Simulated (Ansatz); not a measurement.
A nudged elastic band was laid between two geometries of C2H5N (8 atoms, charge 0, multiplicity 1).

Theory: Ansatz, RKS PBE0-D4/def2-SVP.

```
movable images  : 5
climbing image  : yes
spring          : 5.0 eV/Å²
optimiser       : quadratic models (default)
start path      : through a guess of the saddle point
force threshold : 0.05 eV/Å
iteration limit : 60
end points      : relaxed
```

Image 0:

```xyz
8
Properties=species:S:1:pos:R:3
C -0.952 0.439 -0.574
C 0.172 0.371 0.155
N 0.785 -0.766 0.637
H -1.482 -0.458 -0.910
H -1.378 1.408 -0.834
H 0.663 1.299 0.470
H 0.499 -1.642 0.217
H 1.785 -0.709 0.783
```

Image 6:

```xyz
8
Properties=species:S:1:pos:R:3
C -0.935 0.442 -0.601
C 0.184 0.373 0.136
N 0.983 -0.732 0.338
H -1.360 -0.437 -1.093
H -1.441 1.398 -0.741
H 0.574 1.284 0.607
H 1.510 -0.756 1.200
H 0.577 -1.629 0.099
```

Question: Which bonds break or form, and what moves?

Answer: No bond is made or broken. The dihedral C1–C2–N3–H7 goes from 16 to -153°. The two ends are copies of one structure, up to a mirror image or an exchange of like atoms.

Question: What energy profile does the band end with?

Answer: It converged. The highest image is number 3 of 0 to 6, 33.7 kJ/mol above the ends, which have the same energy within 2 meV. A vibrational analysis at the climbing image gives one clearly imaginary mode, 265i cm⁻¹: a first-order saddle point.

| image | path coordinate (Å) | energy (kJ/mol) | dihedral C1–C2–N3–H7 (°) |
| --- | --- | --- | --- |
| 0 | 0.00 | 0.0 | 16 |
| 1 | 0.61 | 10.1 | 47 |
| 2 | 1.23 | 27.3 | 87 |
| 3 | 1.84 | 33.7 | 123 |
| 4 | 2.46 | 27.3 | 153 |
| 5 | 3.07 | 10.1 | 177 |
| 6 | 3.69 | 0.0 | -153 |

Question: What is the geometry of the highest image?

Answer: 
```xyz
8
Properties=species:S:1:pos:R:3:forces:R:3
C -1.035 0.481 -0.473 0.00 0.00 0.00
C 0.202 0.301 -0.012 0.00 0.00 0.00
N 0.665 -0.968 0.433 0.00 0.00 0.00
H -1.732 -0.360 -0.518 0.00 0.00 0.00
H -1.373 1.464 -0.810 0.00 0.00 0.00
H 0.888 1.165 0.024 0.00 0.00 0.00
H 1.492 -1.240 -0.099 0.00 0.00 0.00
H 0.984 -0.900 1.399 0.00 0.00 0.00
```

Question: What are the harmonic wavenumbers there?

Answer: 265i, 473, 674, 853, 948, 973, 1003, 1163, 1212, 1329, 1410, 1612, 1759, 3083, 3171, 3280, 3519, 3586 cm⁻¹.

Time of the run: 94 s on 1 thread of Arm Neoverse V1 (shared host), peak memory 0.12 GiB.
